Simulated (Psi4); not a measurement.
# C2H3Al (AlH2(CCH)): B3LYP/6-31G(d) (spherical functions)

What is the energy change on altering one bond length of C2H3Al (AlH2(CCH)) at B3LYP/6-31G* (spherical functions)? 

The results are computed with Psi4 1.11.

**1. Starting point**

C2H3Al has 6 atoms, charge 0, and is taken as a singlet. As SMILES, `[H][Al]([H])[C]#C`. The shape comes from GFN2-xTB, which is rough for such elements, and wasn't checked as a minimum.

Bond lengths: Al1–C4 1.944 Å, C4–C5 1.214 Å, Al1–H2 1.550 Å, Al1–H3 1.551 Å, C5–H6 1.056 Å. Angles: Al1–C4–C5 179.8°, H2–Al1–C4 122.5°, H3–Al1–C4 122.6°, C4–C5–H6 179.9°, H2–Al1–H3 114.9°.

**2. Energy and forces at B3LYP/6-31G(d) (spherical functions)**

Contents of c2h3al.xyz:

```xyz
6
C2H3Al
Al     0.636700     1.104060     0.008270
H      2.184640     1.168380     0.055200
H     -0.074300     2.481620    -0.025410
C     -0.337220    -0.577860    -0.007010
C     -0.942540    -1.629920    -0.012640
H     -1.467290    -2.546290    -0.018410
```

Contents of run.py:

```python
import psi4

psi4.set_memory(1600000000)
psi4.set_num_threads(1)
psi4.set_output_file('output.dat', False)

with open('c2h3al.xyz') as f:
    atoms = ''.join(f.readlines()[2:])
molecule = psi4.geometry('0 1\n' + atoms + 'symmetry c1')

psi4.set_options({
    'basis': '6-31G*',
    'puream': True,
    'e_convergence': 1e-09,
    'd_convergence': 1e-08,
    'scf_type': 'pk',
    'dft_radial_points': 99,
    'dft_spherical_points': 590,
})

e_tot, wfn = psi4.gradient('b3lyp', return_wfn=True)
psi4.oeprop(wfn, 'MAYER_INDICES', 'DIPOLE', 'MULLIKEN_CHARGES', title='B3LYP')
print('gradient / Eh bohr^-1')
print(e_tot.np.round(6))
print(f'energy = {wfn.energy():.10f} Eh')
```

Launch:

```console
python run.py
```

output.dat:

```text
[...]
  Running in c1 symmetry.
[...]
  Nuclear repulsion =   68.903994349311347
[...]
  Multiplicity = 1
[...]
  Nalpha       = 14
  Nbeta        = 14
[...]
    Number of basis functions: 52
[...]
   @RKS iter   1:  -320.17893543692907   -5.89316e-01   1.05644e-02 ADIIS/DIIS
[...]
   @RKS iter  10:  -320.36786279364031   -1.23919e-11   9.76796e-09 DIIS
[...]
    Orbital Energies [Eh]
    ---------------------
    Doubly Occupied:
       1A    -56.045271     2A    -10.188291     3A    -10.166244
       4A     -4.143443     5A     -2.701153     6A     -2.692876
       7A     -2.692800     8A     -0.737805     9A     -0.547422
      10A     -0.445971    11A     -0.352133    12A     -0.312853
      13A     -0.286379    14A     -0.276753
[...]
  @RKS Final Energy:  -320.36786279364031
   => Energetics <=
    Nuclear Repulsion Energy =             68.9039943493113469
    One-Electron Energy =                -577.6921176490391190
    Two-Electron Energy =                 213.1046014975042624
    DFT Exchange-Correlation Energy =     -24.6843409914168141
    Empirical Dispersion Energy =           0.0000000000000000
    VV10 Nonlocal Energy =                  0.0000000000000000
    Total Energy =                       -320.3678627936403132
[...]
  -Total Gradient:
     Atom            X                  Y                   Z
    ------   -----------------  -----------------  -----------------
       1        0.007739027916     0.013108843234     0.000152726676
       2       -0.010476797491     0.004456530656    -0.000361143750
       3        0.009018208154    -0.006703363083     0.000333014565
       4       -0.011750487442    -0.020385579954    -0.000219356800
       5        0.000426600905     0.000866715448     0.000042355064
       6        0.005044054297     0.008657820510     0.000052430690
[...]
 Multipole Moments:
 ------------------------------------------------------------------------------------
     Multipole            Electronic (a.u.)      Nuclear  (a.u.)        Total (a.u.)
 ------------------------------------------------------------------------------------
 L = 1.  Multiply by 2.5417464519 to convert [e a0] to [Debye]
 Dipole X            :         -0.0894219           -0.0738648           -0.1632867
 Dipole Y            :         -0.1414454           -0.1430968           -0.2845422
 Dipole Z            :         -0.0044299            0.0030403           -0.0013896
 Magnitude           :                                                    0.3280682
[...]
  Mulliken Charges: (a.u.)
   Center  Symbol    Alpha    Beta     Spin     Total
       1    AL     6.35502  6.35502  0.00000  0.28996
       2     H     0.54737  0.54737  0.00000 -0.09474
       3     H     0.54744  0.54744  0.00000 -0.09488
       4     C     3.04806  3.04806  0.00000 -0.09613
       5     C     3.09750  3.09750  0.00000 -0.19501
       6     H     0.40461  0.40461  0.00000  0.19079
   Total alpha = 14.00000, Total beta = 14.00000, Total charge = -0.00000
  Mayer Bond Indices:
[...]
```

The script printed:

```text
gradient / Eh bohr^-1
[[ 7.7390e-03  1.3109e-02  1.5300e-04]
 [-1.0477e-02  4.4570e-03 -3.6100e-04]
 [ 9.0180e-03 -6.7030e-03  3.3300e-04]
 [-1.1750e-02 -2.0386e-02 -2.1900e-04]
 [ 4.2700e-04  8.6700e-04  4.2000e-05]
 [ 5.0440e-03  8.6580e-03  5.2000e-05]]
energy = -320.3678627936 Eh
```

Run time: 7.2 s. Hardware: 1 thread of Intel Xeon Platinum 8488C (Sapphire Rapids), shared host; peak memory 0.67 GiB.

**3. The distorted shape: a single-point energy at B3LYP/6-31G(d) (spherical functions)**

Contents of job.inp:

```
memory 1.6 GB

molecule {
  0 1
  Al     1.205518     0.001977     0.035215
  H      2.753458     0.066297     0.082145
  H     -0.074300     2.481620    -0.025410
  C      0.231598    -1.679943     0.019935
  C     -0.373722    -2.732003     0.014305
  H     -0.898472    -3.648373     0.008535
  symmetry c1
}

set {
  basis 6-31G*
  reference rks
  puream true
  e_convergence 1e-09
  d_convergence 1e-08
  scf_type pk
  dft_radial_points 99
  dft_spherical_points 590
}

e, wfn = energy('b3lyp', return_wfn=True)
oeprop(wfn, 'LOWDIN_CHARGES', 'WIBERG_LOWDIN_INDICES', 'QUADRUPOLE')
print_variables()
```

Launch:

```console
psi4 job.inp job.out -n 1
```

job.out:

```text
[...]
  Running in c1 symmetry.
[...]
  Nuclear repulsion =   66.435397337414003
[...]
  Multiplicity = 1
[...]
  Nalpha       = 14
  Nbeta        = 14
[...]
    Number of basis functions: 52
[...]
   @RKS iter   1:  -320.06967782652276   -5.89686e-01   1.07333e-02 DIIS/ADIIS
[...]
   @RKS iter  12:  -320.26634198245961    0.00000e+00   3.62969e-09 DIIS
[...]
    Orbital Energies [Eh]
    ---------------------
    Doubly Occupied:
       1A    -56.105070     2A    -10.206450     3A    -10.185222
       4A     -4.194758     5A     -2.751826     6A     -2.746140
       7A     -2.743526     8A     -0.754507     9A     -0.562465
      10A     -0.457714    11A     -0.364973    12A     -0.302450
      13A     -0.301157    14A     -0.232072
[...]
  @RKS Final Energy:  -320.26634198245961
   => Energetics <=
    Nuclear Repulsion Energy =             66.4353973374140025
    One-Electron Energy =                -571.9954173393755354
    Two-Electron Energy =                 209.8612305135225427
    DFT Exchange-Correlation Energy =     -24.5675524940206458
    Empirical Dispersion Energy =           0.0000000000000000
    VV10 Nonlocal Energy =                  0.0000000000000000
    Total Energy =                       -320.2663419824597213
[...]
 Multipole Moments:
 ------------------------------------------------------------------------------------
     Multipole            Electronic (a.u.)      Nuclear  (a.u.)        Total (a.u.)
 ------------------------------------------------------------------------------------
 L = 1.  Multiply by 2.5417464519 to convert [e a0] to [Debye]
 Dipole X            :          0.8152967           -0.5871049            0.2281917
 Dipole Y            :         -1.9896992            0.8513043           -1.1383949
 Dipole Z            :          0.0394097           -0.0212720            0.0181377
 Magnitude           :                                                    1.1611819
 L = 2.  Multiply by 1.3450342976 to convert [e a0^2] to [Debye ang]
 Quadrupole XX       :        -86.4081254           66.4542964          -19.9538290
 Quadrupole XY       :        -79.7560604           83.6504646            3.8944042
[...]
```

Run time: 6.3 s. Hardware: 1 thread of Intel Xeon Platinum 8488C (Sapphire Rapids), shared host; peak memory 0.65 GiB.

**4. Outcome**

At B3LYP/6-31G* (spherical functions):

```
                                                          quantity          value
                                         first shape: total energy  -320.36786 Eh
                                        first shape: dipole moment         0.83 D
                                          first shape: HOMO energy       -7.53 eV
                                          first shape: LUMO energy       -1.94 eV
                                        first shape: HOMO–LUMO gap        5.59 eV
                             first shape: largest force on an atom     1.210 eV/Å
                                     distorted shape: total energy  -320.26634 Eh
                                    distorted shape: dipole moment         2.95 D
                                      distorted shape: HOMO energy       -6.32 eV
                                      distorted shape: LUMO energy       -2.41 eV
                                    distorted shape: HOMO–LUMO gap        3.91 eV
energy change with the Al1–H3 bond stretched from 1.551 to 2.791 Å       2.763 eV
```

In words: One bond (distorted shape) is far stretched, which a spin-restricted single reference describes badly; a broken-symmetry solution may lie lower. With the Al1–H3 bond stretched from 1.551 to 2.791 Å the energy rises by 2.76 eV (267 kJ/mol). The first shape isn't relaxed at this level, so the change isn't measured from a minimum. A restricted reference can't describe the breaking bond well at this length. The largest force (first shape) is 1.21 eV/Å: the shape isn't a stationary point for this species at this level. Mulliken charges (first shape) run from -0.20 on C5 to +0.29 on Al1; they depend strongly on the basis.
